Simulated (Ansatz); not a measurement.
Reaction (ligand exchange at the Si–C bond): `C[Si]S` + NH₃ → `N[Si]S` + CH₄

Computed with Ansatz on PBE0-D4/def2-TZVP structures; ΔE is electronic, products minus reactants. CCSD(T)/CBS adds triple-zeta CCSD(T) − MP2 to the extrapolated MP2 energy (def2 sets, frozen cores). This one scheme is used for every species. Functionals use def2-TZVPP. One conformer a species, not always the lowest.

| level | ΔE (kJ/mol) |
| --- | --- |
| PBE-D4 | -106.9 |
| PBE0-D4 | -107.9 |
| BHLYP-D4 | -116.1 |
| r2SCAN | -113.8 |
| PBE0 | -108.5 |
| HF/def2-TZVPP | -118.3 |
| HF/def2-QZVPP | -118.4 |
| SCS-MP2/def2-QZVPP | -113.9 |

Question: What does CCSD(T)/CBS give? (Estimate.)

Answer: Computed: -109.1 kJ/mol. The listed levels differ from it by 2.2, 1.2, -7.0, -4.7, 0.6, -9.2, -9.3, -4.8 kJ/mol.

Largest T1 diagnostic among the species: 0.014.

In def2-TZVPP, CCSD(T) changes the Hartree–Fock value by +8.9 kJ/mol (the triples alone add +0.7 kJ/mol) and MP2 by +5.2 kJ/mol. Leaving LDA and LC-ωPBE aside and taking each functional with its dispersion term where it has one, the values, not all of them listed here, spread over 11.2 kJ/mol, from CAM-B3LYP-D4 to revPBE-D4. LDA lies −3.3 kJ/mol from PBE without D4. At CCSD(T), def2-SVP lies −3.8 kJ/mol from the extrapolated value and def2-TZVPP −0.2 kJ/mol.
